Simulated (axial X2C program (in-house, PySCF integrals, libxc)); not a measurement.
**Testing model relations on F₂**

A bond curve at the PBE0 level, 2c, was computed with an in-house all-electron X2C program for linear molecules (integrals from PySCF) (basis F dyall-av3z [7s6p3d2f] (cores contracted in-house)) for the state Ω = 0 (closed shell). Its fit gives Re = 1.3760 Å, ωe = 1098.8 cm⁻¹, ωexe = 6.81 cm⁻¹ and αe = 8.565e-03 cm⁻¹; the masses are 18.9984 and 18.9984 u. Two-component means X2C with spin–orbit coupling and atomic mean-field Coulomb and Gaunt terms.

Problem. Find the reduced mass, Be and the force constant.

Solution. From the PBE0 values: μ = 9.4992 u. Be = 16.8576/(μ Re²) = 0.9373 cm⁻¹. k = 5.8918×10⁻⁷ μ ωe² = 6.76 mdyn/Å.

Problem. Estimate the centrifugal constant by the Kratzer relation.

Solution. D = 4Be³/ωe² = 2.73e-06 cm⁻¹.

Problem. Estimate De from a Morse curve and compare with the computed well depth of 1.527 eV to F + F.

Solution. De(Morse) = ωe²/(4ωexe) = 5.495 eV against 1.527 eV computed, a ratio of 3.60. The extrapolation overshoots: the well softens faster than a Morse curve, or the lowest atomic limit lies below the one to which the curve heads.

Problem. Where do the fundamental and the first overtone lie?

Solution. ν(1←0) = ωe − 2ωexe = 1085.2 cm⁻¹; ν(2←0) = 2ωe − 6ωexe = 2156.7 cm⁻¹.

Problem. A Morse curve ties αe to the other constants (Pekeris). How well does that hold?

Solution. αe(Morse) = 6Be²/ωe × (√(ωexe/Be) − 1) = 8.133e-03 cm⁻¹; the PBE0 curve gives 8.565e-03 cm⁻¹, a ratio of 0.95.

The state is one determinant whose occupation by symmetry is held fixed; it was picked as the lowest of a PBE0 search that is not exhaustive. Dissociation energies refer to the lowest single-determinant-based atoms at the same level and basis. The 2c atoms are single determinants rather than J levels; their spin–orbit lowering is only partly caught, and De is too large by that part. This holds for PBE0. The functionals have no current-density term, which raises determinants with orbital currents, atoms included.
